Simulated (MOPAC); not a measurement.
MOPAC input (MNDO):

```
MNDO 1SCF GEO-OK AUX(PRECISION=9) THREADS=1
C3H8O

O     0.01896663 1   -0.71043085 1    0.00501195 1
C    -0.00767407 1    0.70487061 1   -0.00510197 1
C     1.32701526 1   -1.23358840 1   -0.00630597 1
C    -1.44885685 1    1.16522519 1    0.00822254 1
H     0.53191605 1    1.09348631 1    0.87107085 1
H     0.51138476 1    1.08044940 1   -0.89918082 1
H     1.24509694 1   -2.31950930 1    0.00264131 1
H     1.87638747 1   -0.92393236 1   -0.90539463 1
H     1.89703806 1   -0.91081970 1    0.87514254 1
H    -1.97905540 1    0.78806055 1   -0.86721785 1
H    -1.95854557 1    0.80108383 1    0.90118280 1
H    -1.49886130 1    2.25558362 1    0.00077261 1
```

From the last part of the output:

```
                                                       MOPAC v23.2.5 Linux

          FINAL HEAT OF FORMATION =        -53.11281 KCAL/MOL =    -222.22400 KJ/MOL

          COSMO AREA              =        108.73 SQUARE ANGSTROMS
          COSMO VOLUME            =         91.00 CUBIC ANGSTROMS

          IONIZATION POTENTIAL    =         11.072459 EV
          HOMO LUMO ENERGIES (EV) =        -11.072  3.487
          NO. OF FILLED LEVELS    =         13
          MOLECULAR WEIGHT        =         60.0956         POINT GROUP:  Cs

          MOLECULAR DIMENSIONS (Angstroms)

            Atom       Atom       Distance
            H    12    H     7     5.33487
            H    11    H     8     3.00590
            H    10    H     9     2.86469

          SCF CALCULATIONS        =          1

   ATOM   CHEMICAL          X               Y               Z
  NUMBER   SYMBOL      (ANGSTROMS)     (ANGSTROMS)     (ANGSTROMS)

     1       O          0.01896663  *  -0.71043085  *   0.00501195  *
     2       C         -0.00767407  *   0.70487061  *  -0.00510197  *
     3       C          1.32701526  *  -1.23358840  *  -0.00630597  *
     4       C         -1.44885685  *   1.16522519  *   0.00822254  *
     5       H          0.53191605  *   1.09348631  *   0.87107085  *
     6       H          0.51138476  *   1.08044940  *  -0.89918082  *
     7       H          1.24509694  *  -2.31950930  *   0.00264131  *
     8       H          1.87638747  *  -0.92393236  *  -0.90539463  *
     9       H          1.89703806  *  -0.91081970  *   0.87514254  *
    10       H         -1.97905540  *   0.78806055  *  -0.86721785  *
    11       H         -1.95854557  *   0.80108383  *   0.90118280  *
    12       H         -1.49886130  *   2.25558362  *   0.00077261  *

                             CARTESIAN COORDINATES

   1    O        0.018966630    -0.710430850     0.005011950
   2    C       -0.007674070     0.704870610    -0.005101970
   3    C        1.327015260    -1.233588400    -0.006305970
   4    C       -1.448856850     1.165225190     0.008222540
   5    H        0.531916050     1.093486310     0.871070850
   6    H        0.511384760     1.080449400    -0.899180820
   7    H        1.245096940    -2.319509300     0.002641310
   8    H        1.876387470    -0.923932360    -0.905394630
   9    H        1.897038060    -0.910819700     0.875142540
  10    H       -1.979055400     0.788060550    -0.867217850
  11    H       -1.958545570     0.801083830     0.901182800
  12    H       -1.498861300     2.255583620     0.000772610

           Empirical Formula: C3 H8 O  =    12 atoms

      MOLECULAR POINT GROUP   :   Cs

                  EIGENVALUES
 -43.35329 -34.11490 -27.96786 -24.07601 -17.61946 -16.73234 -15.84602 -14.69895
 -13.92569 -13.27572 -13.07340 -12.43788 -11.07246   3.48748   3.59141   3.96872
   4.07170   4.21974   4.58990   4.63697   5.01027   5.19346   5.87823   6.44330

              NET ATOMIC CHARGES AND DIPOLE CONTRIBUTIONS

  ATOM NO.   TYPE          CHARGE      No. of ELECS.   s-Pop       p-Pop
    1          O          -0.333594        6.3336     1.83651     4.49709
    2          C           0.151811        3.8482     1.21373     2.63446
    3          C           0.200290        3.7997     1.21514     2.58457
    4          C           0.024983        3.9750     1.20971     2.76530
    5          H          -0.011484        1.0115     1.01148
    6          H          -0.011484        1.0115     1.01148
    7          H           0.013367        0.9866     0.98663
    8          H          -0.022891        1.0229     1.02289
    9          H          -0.022891        1.0229     1.02289
   10          H           0.007573        0.9924     0.99243
   11          H           0.007573        0.9924     0.99243
   12          H          -0.003253        1.0033     1.00325
 DIPOLE           X         Y         Z       TOTAL
 POINT-CHG.     0.554     0.561    -0.011     0.789
 HYBRID         0.461     0.267    -0.007     0.533
 SUM            1.016     0.828    -0.018     1.311

          ATOMIC ORBITAL ELECTRON POPULATIONS

     Atom    s        px        py        pz
    1  O   1.83651   1.33243   1.22329   1.94137
    2  C   1.21373   0.94990   0.77663   0.90793
    3  C   1.21514   0.78169   0.90760   0.89528
    4  C   1.20971   0.91417   0.91464   0.93650
    5  H   1.01148
    6  H   1.01148
    7  H   0.98663
    8  H   1.02289
    9  H   1.02289
   10  H   0.99243
   11  H   0.99243
   12  H   1.00325

 **********************
 *                    *
 * JOB ENDED NORMALLY *
 *                    *
 **********************

 == MOPAC DONE ==
```
